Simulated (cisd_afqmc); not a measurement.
Input (AFQMC/CISD/cc-pV(T+d)Z; cisd_afqmc is a phaseless AFQMC code with CISD trial states that reads the integrals written by Ansatz): A basis named .json is the Basis Set Exchange file of that set.

Ansatz 0.2 input:
```python
import cisd_afqmc

open("ham.yaml", "w").write("""\
crystal:
  periodic: [false, false, false]
  atoms:
    - {symbol: Si, position_ang: [0.00522298, 0.00088878, 0.13274662]}
    - {symbol: H, position_ang: [-0.03423424, 1.08488138, -0.93662313]}
    - {symbol: H, position_ang: [-0.03888754, -1.09732424, -0.92182957]}
basis:
  gaussian:
    orbitals: cc-pV_T+d_Z.json
magnetization: {spin_polarized: false}
correlation: {method: ccsd, electrons: outside_noble_gas, hamiltonian_folder: ham}
""")
rep = cisd_afqmc.ansatz("ham.yaml")
e_ccsd = rep["correlation"]["coupled_cluster"]["energy"]["hartree"]
out = cisd_afqmc.run("ham", e_ccsd, trial="CISD", walkers=100, populations=8, threads=8, dt=0.005, steps=40, early=24, settle=10, least=32,
    cut=5e-5, rank_cut=2e-4, target=0.0004, seconds=1500, seed=1, memory=12960, gpu=False)
```

Output:

```
orbitals 62, occupied [3], factors 313 of 390, rank of the doubles 76 of 177
E(HF) = -290.031714
E(CCSD) on the cut factors = -290.168544, shift to the whole factors -0.000007
Energy of the trial state on the determinant = -290.168492
  tau behind 7.2 of longer steps, mean of the populations' last blocks
   2.0  -290.17323
   4.0  -290.17289
   6.0  -290.17276
   8.0  -290.17328
blocks 318 (4 outliers left out), error by blocks joined: 1: 0.00008, 2: 0.00010, 4: 0.00013, 8: 0.00015, 16: 0.00018
E(AFQMC/CISD) = -290.17278 +/- 0.00018
```
